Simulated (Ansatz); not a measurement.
Consider vertical spin-state energies of C2H5FS2, SMILES CC(F)(S)S (the Ansatz DFT code, driven from Python).

Script `run_spin.py`:
```python
"""Gap between spin states of C2H5FS2 at one geometry."""

import ansatz as az


def main() -> None:
    geometry_ang = [
        ("C", (0.0791, -1.1148, 0.0256)),
        ("C", (-0.2141, 0.3934, -0.3126)),
        ("F", (-0.3085, 0.5263, -1.6778)),
        ("S", (-1.6964, 0.9695, 0.4094)),
        ("S", (1.1649, 1.4024, 0.2763)),
        ("H", (0.1034, -1.2431, 1.0895)),
        ("H", (0.9787, -1.4251, -0.4577)),
        ("H", (-0.7359, -1.6775, -0.3979)),
        ("H", (-1.2999, 1.0571, 1.7078)),
        ("H", (2.0117, 1.0606, -0.6597)),
    ]
    mol = az.Crystal.molecule()
    for symbol, xyz in geometry_ang:
        mol = mol.atom(symbol, xyz)

    setup = mol.calculation()
    setup = setup.basis(gaussian="6-31G*").functional("r2SCAN", dispersion="d4")
    found = {}
    for unpaired in [0, 2]:
        r = setup.spin("collinear", total=unpaired).run(threads=1, pin="off").report
        s = unpaired / 2
        found[unpaired] = r["free_energy_ev"]
        print(f"2S+1 = {unpaired + 1}: E = {found[unpaired]:.5f} eV, <S^2> = {abs(r['mean_field']['state']['spin_squared']):.3f} (pure state {s * (s + 1):.2f})")
    lowest = min(found, key=found.get)
    for unpaired, e in found.items():
        print(f"multiplicity {unpaired + 1}: {23.060548 * (e - found[lowest]):.1f} kcal/mol above the lowest")


if __name__ == "__main__":
    main()
```

Which spin state is lowest at this geometry, and how far above lie the others?

In order: multiplicity 1 (+0.00 eV) and multiplicity 3 (+4.96 eV), all at the one geometry.

The run itself:

Output of `python run_spin.py`:
```text
2S+1 = 1: E = -26537.48974 eV, <S^2> = 0.000 (pure state 0.00)
2S+1 = 3: E = -26532.53322 eV, <S^2> = 2.006 (pure state 2.00)
multiplicity 1: 0.0 kcal/mol above the lowest
multiplicity 3: 114.3 kcal/mol above the lowest
```

Total energies depend on the basis set; only differences at equal settings carry meaning. The geometry is a force-field or estimated start, not a minimum of this method, and the basis set is short of its limit. All parts are taken at fixed geometry, without zero-point energy. Wall time of the script: 74 s on 1 thread of Arm Neoverse N1 (shared host), peak memory 0.35 GiB.
